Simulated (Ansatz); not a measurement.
# C2H+ (triplet): from Hartree-Fock to the top rungs, cc-pVDZ

How much of the correlation energy of C2H+ (triplet) does each wave-function method recover here?

Program: Ansatz 0.2.0, Gaussian basis. Level of theory: cc-pVDZ, core rule «outside noble gas», up to 2 orbitals frozen. These are calculated values, not measurements.

To be run: UHF; CCSD(T) on ROHF; CCSD(T) on UHF; BCCD(T) on ROHF; CISD; CCSDT(Q) on ROHF; CCSDT(Q) on UHF; CCSDTQ on ROHF; CCSDTQ on UHF; CASSCF and MRCISD+Q, 8 electrons in 9 orbitals; CASSCF and NEVPT2, 8 electrons in 9 orbitals.

11 further runs of the same task are left out: 11 set aside as unsound or not needed.

## Step 1: What is computed

The geometry is a PBE0/def2-TZVP stationary point (not a proven minimum) of the parent state, kept for this charge and spin.

3 atoms, charge 1, spin multiplicity 3.

Atoms are counted from 1 here; the program's logs count them from 0.

Bond lengths: C1–C2 1.200 Å, C1–H3 1.066 Å. Angles: C2–C1–H3 180.0°.

## Step 2: UHF

The input, in.yaml:

```yaml
crystal:
  periodic: [false, false, false]
  atoms:
    - {symbol: C, position_ang: [0.000000, 0.000000, 0.044733]}
    - {symbol: C, position_ang: [0.000000, 0.000000, -1.155483]}
    - {symbol: H, position_ang: [0.000000, 0.000000, 1.110750]}
basis:
  gaussian: {orbitals: cc-pVDZ}
total_charge: 1
magnetization: {spin_polarized: true, initial_magnetization: 2}
hamiltonian: {xc: hf}
output: {orbitals: {seedname: orbitals}}
```

Run with:

```bash
$ ansatz run in.yaml --threads 1 --pin off --events-out ev --progress --plain --max-ram 5120MiB --backend cpu
```

Further steps of the session: CCSD(T) on ROHF; CCSD(T) on UHF; BCCD(T) on ROHF; CISD; CCSDT(Q) on ROHF; CCSDT(Q) on UHF; CCSDTQ on ROHF; CCSDTQ on UHF; CASSCF and MRCISD+Q, 8 electrons in 9 orbitals; CASSCF and NEVPT2, 8 electrons in 9 orbitals.

**Question.** What will the summary of the whole plan be? Wanted: UCCSDTQ below the RHF energy; RMP2 from UCCSDTQ; UMP2 from UCCSDTQ; RCCSD from UCCSDTQ; RCCSD(T) from UCCSDTQ; UCCSD(T) from UCCSDTQ; RCCSDT(Q) from UCCSDTQ; UCCSDT(Q) from UCCSDTQ; NEVPT2 valence from UCCSDTQ.

As calculated:

```
                         quantity                                                                      value
     UCCSDTQ below the RHF energy                                                                 -5.5143 eV
                RMP2 from UCCSDTQ                                                                 +931.5 meV
                UMP2 from UCCSDTQ                                                                +1079.1 meV
               RCCSD from UCCSDTQ                                                                 +216.4 meV
            RCCSD(T) from UCCSDTQ                                                                  +42.3 meV
            UCCSD(T) from UCCSDTQ                                                                  +46.0 meV
           RCCSDT(Q) from UCCSDTQ                                                                   +1.0 meV
           UCCSDT(Q) from UCCSDTQ                                                                   +0.9 meV
      NEVPT2 valence from UCCSDTQ                                                                 +558.2 meV
    MRCISD+Q valence from UCCSDTQ                                                                   +6.9 meV
levels within 1 kcal/mol (43 meV)  RCCSD(T), RCCSDT, UCCSDT, RCCSDT(Q), UCCSDT(Q), RCCSDTQ, MRCISD+Q valence
                    T1 diagnostic                                                                      0.025
   effectively unpaired electrons                                                                       2.05
```

In words: RCCSD(T) misses by +42.3 meV, 0.8 % of the correlation energy. One determinant dominates. Of the multireference levels listed MRCISD+Q valence comes nearest in total energy (+6.9 meV), which doesn't show that its space is the better one. These misses are within one basis, not against nature; the frozen cores of restricted and unrestricted runs differ, which can shift their rows.
